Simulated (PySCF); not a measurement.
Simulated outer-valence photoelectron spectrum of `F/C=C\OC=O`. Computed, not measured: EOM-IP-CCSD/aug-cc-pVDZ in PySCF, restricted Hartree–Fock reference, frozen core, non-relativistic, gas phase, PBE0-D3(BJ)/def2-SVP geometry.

Each root has a Gaussian of 0.4 eV full width with its one-hole share as area; cross sections and vibrations are left out, and the highest printed point is 100.

ionisation energy (eV), intensity and a bar:
```
      9.4          4 #
      9.6         34 ##########
      9.8         74 ######################
     10.0         40 ############
     10.2          5 ##
     10.4          0 
     10.6          0 
     10.8          0 
     11.0          6 ##
     11.2         43 #############
     11.4         72 ######################
     11.6         30 #########
     11.8          3 #
     12.0          0 
     12.2          0 
     12.4          0 
     12.6          0 
     12.8          5 #
     13.0         36 ###########
     13.2         75 ######################
     13.4         64 ###################
     13.6         78 #######################
     13.8         66 ####################
     14.0         74 ######################
     14.2         55 #################
     14.4         11 ###
     14.6          1 
     14.8          0 
     15.0          0 
     15.2          0 
     15.4          0 
     15.6          1 
     15.8         15 ####
     16.0         64 ###################
     16.2        100 ##############################
     16.4         91 ###########################
     16.6         68 ####################
     16.8         75 ######################
     17.0         36 ###########
     17.2          5 #
     17.4          0
```

Question: Where are the maxima, and how many lines lie under the curve?

Answer: 7 maxima, at 9.8, 11.4, 13.2, 13.6, 14.1, 16.3 and 16.8 eV, from 8 lines. At this width some lines have no maximum of their own.

Question: List the lines with their holes.

Answer: 
```
E (eV)  leading hole (HF orbital)  area  Koopmans (eV)
  9.81                       HOMO  0.96          10.18
 11.37                     HOMO-1  0.94          13.22
 13.20                     HOMO-2  0.94          14.39
 13.63                     HOMO-3  0.95          15.50
 14.07                     HOMO-4  0.95          16.01
 16.10                     HOMO-5  0.92          18.22
 16.38                     HOMO-6  0.94          18.26
 16.80                     HOMO-7  0.92          19.34
```

The widest gap, 2.03 eV, lies between 14.07 and 16.10 eV. Only orbitals with −ε under 21 eV, eight at most, were ionised, so the high end of the curve may lack lines.

Conformer computed: `[O:1]=[CH:2][O:3]/[CH:4]=[CH:5]\[F:6]`: O1–C2–O3–C4 0°, C2–O3–C4–C5 -179°.

One conformer stands for the species.
